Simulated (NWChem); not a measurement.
System: methanethiol (CH$_{4}$S); SMILES CS

Computed with NWChem. Structure relaxed at the PBE0/def2-SVP level. Ions are spin-unrestricted doublets at the neutral geometry; other ion states weren't tried.

### Question
Estimate the computed values for PBE/def2-SVP. Quantities: vertical ionisation energy, ΔSCF (eV); −ε(HOMO) (eV).

### Answer
| Item | Result |
|---|---|
| vertical ionisation energy, ΔSCF (eV) | 9.23 |
| −ε(HOMO) (eV) | 5.26 |
